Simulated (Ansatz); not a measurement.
# Lattice parameter a of some fcc solids

Method: PBE-D4 (plane waves, PAW; Ansatz, a first-principles code). References are measured values corrected to a static lattice. The table is a random draw of 6 from 12 solids with such references.

Values in Å.

| solid | reference | PBE-D4 | error (%) |
|---|---|---|---|
| fcc Au | 4.062 | 4.107 | +1.11 |
| fcc Ni | 3.508 | 3.484 | -0.68 |
| fcc Ca | 5.553¶ | 5.496 | -1.03 |
| fcc Rh | 3.794 | 3.790 | -0.11 |
| fcc Ir | 3.831 | 3.839 | +0.21 |
| fcc Pt | 3.913 | 3.935 | +0.56 |

Over these 6 solids the mean error is +0.01 %, the mean absolute error 0.62 % (median 0.62 %), and the worst case fcc Au at +1.11 %; the value is above the reference in 3 of 6 cases. Over all 12, from unrounded values, the mean error is +0.01 % and the mean absolute error 0.72 % (median 0.73 %). Caveats on values not shown: a distance lies near a switch of the dispersion term, which can move the cell (2).

All these references are brought to a static lattice.

Spin–orbit coupling is left out, also for the solids with elements from indium on (fcc Au, fcc Ir, fcc Pt); its size isn't shown.

¶ marks references of a special kind: fcc Ca, 5.553 Å (measured, low-temperature or extrapolated to 0 K; zero-point anharmonic expansion removed; as tabulated in Csonka et al. (2009), arXiv:0903.4037).

Differences are worked out from the printed values.

Caveats: a distance lies near a switch of the dispersion term, which can move the cell (fcc Ca). Ansatz's density-functional and Hartree–Fock values are scalar-relativistic unless marked +SOC, with PAW data made under PBE.

Ansatz's runs of these crystals have no spin polarisation, but for fcc Ni.

Density-functional runs with spin start from parallel moments for fcc Ni.

Of the class's solids with a reference value and a result at some level, none was set aside. At least 1 more with a reference value is held back for tests. Solids without a released value at any level aren't counted. Layered and molecular crystals are counted apart. The metals Ce to Yb are counted apart.

References as tabulated in Mejia-Rodriguez and Trickey (2018), arXiv:1807.09216; Csonka et al. (2009), arXiv:0903.4037.
